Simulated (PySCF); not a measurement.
**O2F (SMILES [O]OF): levels of theory compared**

Wanted: a comparison of 6 runs (U-r2SCAN/def2-TZVPPD, U-wB97X/def2-TZVPPD, UBLYP/def2-TZVPPD, UM06-L/def2-TZVPPD, USVWN5/def2-TZVPPD, UTPSS/def2-TZVPPD) of O2F. The job is set up through a Python script.

The calculation is run with PySCF 2.14.0.

2 further runs of the same task are left out: 2 set aside as unsound or not needed.

### Step 1. The structure to begin with

O2F: 3 atoms, total charge 0, spin state doublet. As SMILES, `[O]OF`. The O2–F3 distance was set to 1.573 Å, away from the relaxed value.

Bond lengths: O1–O2 1.358 Å. A long bond or contact: O2–F3 1.573 Å.

### Step 2. A single-point energy at U-r2SCAN/def2-TZVPPD (run 1)

geometry.xyz reads:

```xyz
3

O      1.053414    -0.414432     0.535384
O      0.133270     0.497870     0.127930
F     -1.066650    -0.202430    -0.610160
```

run.py reads:

```python
from pyscf import gto, dft

molecule = gto.Mole()
molecule.atom = 'geometry.xyz'
molecule.verbose = 3
molecule.max_memory = 1860
molecule.spin = 1
molecule.basis = 'def2-tzvppd'
molecule.build()

mf = dft.UKS(molecule, xc='r2scan')
mf.conv_tol = 1e-10
mf.grids.level = 5
mf.kernel()
if not mf.converged:
    mf = mf.newton().run(mf.mo_coeff, mf.mo_occ)

e_tot = mf.e_tot
print('Final energy', e_tot)
```

Started as:

```sh
$ OMP_NUM_THREADS=1 python run.py
```

What it wrote:

```text
WARN: HOMO -0.269061676054406 >= LUMO -0.269061676054392

converged SCF energy = -250.057818511262  <S^2> = 0.77115864  2S+1 = 2.0210479
Final energy -250.0578185112617
```

Wall time 77 s (1 thread of Arm Neoverse V2, shared host); peak memory 0.71 GiB.

### Step 3. A single-point energy at U-wB97X/def2-TZVPPD (run 2)

run.py reads:

```python
from pyscf import gto, dft

mol = gto.Mole()
mol.atom = '''
O      1.053414    -0.414432     0.535384
O      0.133270     0.497870     0.127930
F     -1.066650    -0.202430    -0.610160
'''
mol.max_memory = 1860
mol.verbose = 3
mol.basis = 'def2-tzvppd'
mol.spin = 1
mol.build()

mf = dft.UKS(mol, xc='wb97x')
mf.conv_tol = 1e-10
mf.grids.level = 5
mf.kernel()
if not mf.converged:
    mf = mf.newton().run(mf.mo_coeff, mf.mo_occ)

e_final = mf.e_tot
print('Final energy', e_final)
```

Started as:

```sh
$ OMP_NUM_THREADS=1 python run.py
```

What it wrote:

```text
WARN: HOMO -0.278354900804018 >= LUMO -0.27835490080404

converged SCF energy = -250.084507770975  <S^2> = 0.79547081  2S+1 = 2.0449653
Final energy -250.08450777097465
```

Wall time 56 s (1 thread of Arm Neoverse V2, shared host); peak memory 0.65 GiB.

### Step 4. A single-point energy at UBLYP/def2-TZVPPD (run 3)

input.py reads:

```python
from pyscf import gto, dft

mol = gto.Mole()
mol.atom = 'O 1.053414 -0.414432 0.535384; O 0.133270 0.497870 0.127930; F -1.066650 -0.202430 -0.610160'
mol.charge = 0
mol.spin = 1
mol.max_memory = 1860
mol.verbose = 3
mol.basis = 'def2-tzvppd'
mol.build()

mf = dft.UKS(mol, xc='blyp')
mf.grids.level = 5
mf.conv_tol = 1e-10
mf.kernel()
if not mf.converged:
    mf = mf.newton().run(mf.mo_coeff, mf.mo_occ)

e_tot = mf.e_tot
print('E = %.10f Eh' % e_tot)
```

Started as:

```sh
$ OMP_NUM_THREADS=1 python input.py
```

What it wrote:

```text
WARN: HOMO -0.259240811658103 >= LUMO -0.259240811658096

converged SCF energy = -250.177489176245  <S^2> = 0.75605413  2S+1 = 2.006045
E = -250.1774891762 Eh
```

It took 25 s on 1 thread of Arm Neoverse V2, shared host; peak memory 0.65 GiB.

Runs 4 to 5 aren't shown in full; the table further down has their settings and results.

### Step 5. The energy at UTPSS/def2-TZVPPD (run 6)

job.py reads:

```python
from pyscf import gto, dft

system = gto.M(
    atom='''
O      1.053414    -0.414432     0.535384
O      0.133270     0.497870     0.127930
F     -1.066650    -0.202430    -0.610160
''',
    spin=1,
    max_memory=1860,
    verbose=3,
    basis='def2-tzvppd',
    charge=0,
)

ks = dft.UKS(system, xc='tpss')
ks.conv_tol = 1e-10
ks.grids.level = 5
ks.kernel()
if not ks.converged:
    ks = ks.newton().run(ks.mo_coeff, ks.mo_occ)

energy = ks.e_tot
print('E(%s) = %.9f' % ('TPSS', energy))
```

Started as:

```sh
$ OMP_NUM_THREADS=1 python job.py
```

What it wrote:

```text
WARN: HOMO -0.263714991960164 >= LUMO -0.263714991960171

converged SCF energy = -250.207735864083  <S^2> = 0.75584698  2S+1 = 2.0058385
E(TPSS) = -250.207735864
```

It took 71 s on 1 thread of Arm Neoverse V2, shared host; peak memory 0.71 GiB.

### Step 6. Overview of the runs

```
run                 level  energy (Eh)  dipole moment (D)  HOMO energy (eV)  LUMO energy (eV)  wall time
  1  U-r2SCAN/def2-TZVPPD  -250.057819               1.04             -8.86             -6.17       77 s
  2   U-wB97X/def2-TZVPPD  -250.084508               1.01            -13.04             -2.61       56 s
  3     UBLYP/def2-TZVPPD  -250.177489               1.01             -8.24             -6.50       25 s
  4    UM06-L/def2-TZVPPD  -250.124475               1.01             -8.44             -6.06       77 s
  5    USVWN5/def2-TZVPPD  -248.491287               1.00             -8.34             -6.93       18 s
  6     UTPSS/def2-TZVPPD  -250.207736               1.01             -8.47             -6.32       71 s
```

### Step 7. Summary of results

| quantity | value |
| --- | --- |
| run 6: total energy | -250.20774 Eh |
| run 6: dipole moment | 1.01 D |
| run 6: HOMO energy (highest over α and β) | -8.47 eV |
| run 6: LUMO energy (lowest over α and β) | -6.32 eV |
| run 6: ⟨S²⟩ | 0.756 |

**Reading.** The dipole moment (its size) runs from 1.00 D (USVWN5/def2-TZVPPD) to 1.04 D (U-r2SCAN/def2-TZVPPD). Totals of different functionals can't be ranked against each other. All runs together took 5.4 min, the longest 77 s.
